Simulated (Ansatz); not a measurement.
# AlF2H: the cost of one run

Method: RKS PBE0/def2-SVP, in Ansatz 0.2.0.

**1. Starting point**

Bond lengths: Al1–H2 1.760 Å, Al1–F3 1.890 Å, Al1–F4 1.690 Å. Angles: H2–Al1–F3 40.8°, H2–Al1–F4 158.9°, F3–Al1–F4 160.4°.

Coordinates:

```xyz
4

Al    0.0000    0.0000    0.0000
H     1.1040    0.0000    1.3707
F     1.8591    0.0000    0.3402
F    -1.4635    0.0000   -0.8450
```

**2. A restrained relaxation towards end A**

Springs on the bonds that form and break draw the guess towards this end; the thresholds are loose.

File input.yaml:

```yaml
crystal:
  periodic: [false, false, false]
  atoms:
    - { symbol: Al, position_ang: [0.0, 0.0, 0.0] }
    - { symbol: H, position_ang: [1.104, 0.0, 1.3707] }
    - { symbol: F, position_ang: [1.8591, 0.0, 0.3402] }
    - { symbol: F, position_ang: [-1.4635, 0.0, -0.845] }
basis:
  gaussian: { orbitals: def2-SVP }
hamiltonian:
  xc: pbe0
relax:
  f_tol: 0.15
  max_steps: 25
  restrain:
    - { distance: [1, 2], at: 2.12, k: 30.0 }
    - { distance: [0, 1], at: 1.56, k: 30.0 }
    - { distance: [0, 2], at: 1.69, k: 30.0 }
```

Launch:

```
> ansatz run input.yaml --threads 1 --pin off --max-ram 2048MiB --backend cpu --events-out ev --progress --plain --runs-dir out
```

**Question.** How long does this run take on 1 thread of Arm Neoverse V2, shared host, and how much memory does it need?

About 6.6 s, with a peak of 0.1 GiB.
